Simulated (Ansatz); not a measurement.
Born–Oppenheimer molecular dynamics of COS + H2O (6 atoms, charge 0, multiplicity 1). It starts from a relaxed structure.

Computed with RKS B3LYP-D4/def2-SVP (Ansatz 0.2.0).

| Quantity | Value |
| --- | --- |
| ensemble | NVE (velocity Verlet) |
| time step | 1 fs |
| steps asked | 150 |
| starting velocities drawn for | 100 K |
| seed | 107212 |

First frame:

```xyz
6
Properties=species:S:1:pos:R:3
O -0.201 0.423 -1.472
H -0.914 -0.188 -1.239
H 0.503 -0.169 -1.772
O -0.630 -0.941 1.116
C 0.117 -0.112 1.444
S 1.125 0.986 1.924
```

(1) How far do the bonds stretch over the last three quarters of this one trajectory? (Pairs bonded in most of those frames.)

Results:

(1) 
| bond | mean (Å) | spread (Å) | shortest | longest |
| --- | --- | --- | --- | --- |
| O1–H2 | 0.968 | 0.012 | 0.95 | 0.99 |
| O1–H3 | 0.968 | 0.012 | 0.95 | 0.99 |
| O4–C5 | 1.163 | 0.004 | 1.15 | 1.17 |
| C5–S6 | 1.567 | 0.011 | 1.55 | 1.59 |

Mean temperature of the second half: 43 K. The conserved energy stayed within 0.37 meV per atom of its start (net change 0.15 meV per atom), so the integration is sound. The temperature averaged 0.43 of the 100 K drawn at the start: a run that starts near a minimum puts about half its kinetic energy into the potential. A run of 0.15 ps of so small a system gives no equilibrium averages.

Run time: 99 s on 1 CPU thread of a shared host.
